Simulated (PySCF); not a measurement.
**Computed properties of acetylene (C2H2), SMILES C#C**

acetylene (C2H2), SMILES C#C. Geometry optimised at PBE0-D3(BJ)/def2-TZVPD. Other conformers were not sampled. All values are computed for the isolated molecule unless a solvent is named; none is compared with measurement here.

**Structure.** The optimised structure has D∞h symmetry. All 7 harmonic modes at PBE0-D3(BJ)/def2-TZVPD (PySCF) are real, so it is a minimum.

**Vibrations.** The strongest infrared lines (harmonic, unscaled, degenerate partners summed) lie at 772 cm⁻¹ (197 km/mol, H 92 %), 3426 cm⁻¹ (93 km/mol, H 92 %). The softest mode is at 667 cm⁻¹ and the zero-point energy is 17.0 kcal/mol.

**Electronic structure.** CAM-B3LYP/def2-TZVPD (PySCF) places the frontier levels at -9.85 and 1.19 eV, a gap of 11.04 eV, and gives a dipole moment of 0.00 D and a mean polarisability of 23.2 bohr³. PBE/def2-TZVPD (PySCF) at the same geometry gives -7.19 and -0.29 eV, so its gap is 4.14 eV narrower. An orbital gap is neither the optical nor the fundamental gap.

**Excitations.** TDDFT-B3LYP/def2-TZVPD (PySCF) has S1 at 6.74 eV (184 nm, f = 0.000, dark); the most intense of the 10 singlets computed lies at 9.73 eV (f = 0.68). Strengths of degenerate partners are summed. T1 (TDA) is at 5.48 eV. No vertical singlet excitation falls in the visible range (under 3.1 eV).

**NMR.** GIAO shifts at HF/pcSseg-2 (PySCF) (non-relativistic, atoms alike by connectivity averaged): ¹³C at 77.5 ppm against TMS; ¹H at 1.8 ppm against TMS.
